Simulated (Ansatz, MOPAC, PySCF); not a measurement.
Potential energy curve for Na₂, singlet.

Levels: AM1, restricted, heats of formation (MOPAC); NEVPT2 = SC-NEVPT2 on CASSCF(2,2)/cc-pVTZ, all electrons correlated run with PySCF; UKS-BLYP = unrestricted BLYP/cc-pVTZ run with PySCF; UCCSD = CCSD on UHF/cc-pVTZ, 2 core orbitals frozen run with PySCF; RKS-PBE = restricted PBE/cc-pVTZ in Ansatz (a first-principles code).

Energies are in mEh, each relative to the lowest point of its own curve near equilibrium.

```json
[
 {"R / Å": "2.49", "AM1": "14.0", "NEVPT2": "12.5", "UKS-BLYP": "8.2", "UCCSD": "11.1", "RKS-PBE": "9.5"},
 {"R / Å": "2.66", "AM1": "5.6", "NEVPT2": "6.9", "UKS-BLYP": "3.5", "UCCSD": "5.7", "RKS-PBE": "4.3"},
 {"R / Å": "2.77", "AM1": "2.4", "NEVPT2": "3.8", "UKS-BLYP": "1.7", "UCCSD": "2.9", "RKS-PBE": "2.2"},
 {"R / Å": "2.90", "AM1": "0.4", "NEVPT2": "1.5", "UKS-BLYP": "0.4", "UCCSD": "[?]", "RKS-PBE": "0.7"},
 {"R / Å": "2.99", "AM1": "0.0", "NEVPT2": "0.5", "UKS-BLYP": "0.0", "UCCSD": "0.2", "RKS-PBE": "0.2"},
 {"R / Å": "3.10", "AM1": "0.3", "NEVPT2": "0.0", "UKS-BLYP": "0.0", "UCCSD": "0.0", "RKS-PBE": "0.0"},
 {"R / Å": "3.16", "AM1": "0.7", "NEVPT2": "0.0", "UKS-BLYP": "0.2", "UCCSD": "0.1", "RKS-PBE": "0.1"},
 {"R / Å": "3.26", "AM1": "1.9", "NEVPT2": "0.2", "UKS-BLYP": "0.7", "UCCSD": "0.7", "RKS-PBE": "0.5"},
 {"R / Å": "3.43", "AM1": "[?]", "NEVPT2": "1.2", "UKS-BLYP": "2.0", "UCCSD": "2.2", "RKS-PBE": "1.8"},
 {"R / Å": "3.56", "AM1": "7.5", "NEVPT2": "2.3", "UKS-BLYP": "3.4", "UCCSD": "3.8", "RKS-PBE": "3.2"},
 {"R / Å": "3.84", "AM1": "14.4", "NEVPT2": "5.1", "UKS-BLYP": "6.9", "UCCSD": "7.6", "RKS-PBE": "6.8"},
 {"R / Å": "4.17", "AM1": "[?]", "NEVPT2": "8.7", "UKS-BLYP": "11.4", "UCCSD": "12.5", "RKS-PBE": "11.6"},
 {"R / Å": "4.65", "AM1": "[?]", "NEVPT2": "13.2", "UKS-BLYP": "17.7", "UCCSD": "18.9", "RKS-PBE": "18.6"},
 {"R / Å": "5.06", "AM1": "44.4", "NEVPT2": "16.0", "UKS-BLYP": "21.9", "UCCSD": "22.9", "RKS-PBE": "23.9"},
 {"R / Å": "5.63", "AM1": "54.9", "NEVPT2": "18.4", "UKS-BLYP": "25.1", "UCCSD": "26.1", "RKS-PBE": "30.0"},
 {"R / Å": "6.20", "AM1": "63.1", "NEVPT2": "19.6", "UKS-BLYP": "26.6", "UCCSD": "27.5", "RKS-PBE": "[?]"},
 {"R / Å": "6.83", "AM1": "70.0", "NEVPT2": "20.3", "UKS-BLYP": "27.3", "UCCSD": "28.2", "RKS-PBE": "[?]"},
 {"R / Å": "7.55", "AM1": "75.7", "NEVPT2": "20.6", "UKS-BLYP": "27.6", "UCCSD": "28.6", "RKS-PBE": "40.8"},
 {"R / Å": "8.38", "AM1": "80.5", "NEVPT2": "20.8", "UKS-BLYP": "27.8", "UCCSD": "28.8", "RKS-PBE": "42.4"},
 {"R / Å": "9.35", "AM1": "84.4", "NEVPT2": "20.8", "UKS-BLYP": "27.8", "UCCSD": "28.8", "RKS-PBE": "43.4"}
]
```

**Question.** Fill in the missing entries.

**Answer.** 
- 2.90, UCCSD: 0.9
- 3.43, AM1: 4.8
- 4.17, AM1: 23.1
- 4.65, AM1: 35.3
- 6.20, RKS-PBE: 34.6
- 6.83, RKS-PBE: 38.2

The restricted form behind AM1, RKS-PBE keeps the bonding electrons paired and can't separate into open-shell fragments. The unrestricted determinant behind UKS-BLYP is spin-contaminated at 5.06 to 9.35 Å (<S²> up to 1.0, against 0.00 for a pure singlet). The unrestricted determinant behind UCCSD is spin-contaminated at 2.49 to 9.35 Å (<S²> up to 1.0, against 0.00 for a pure singlet).
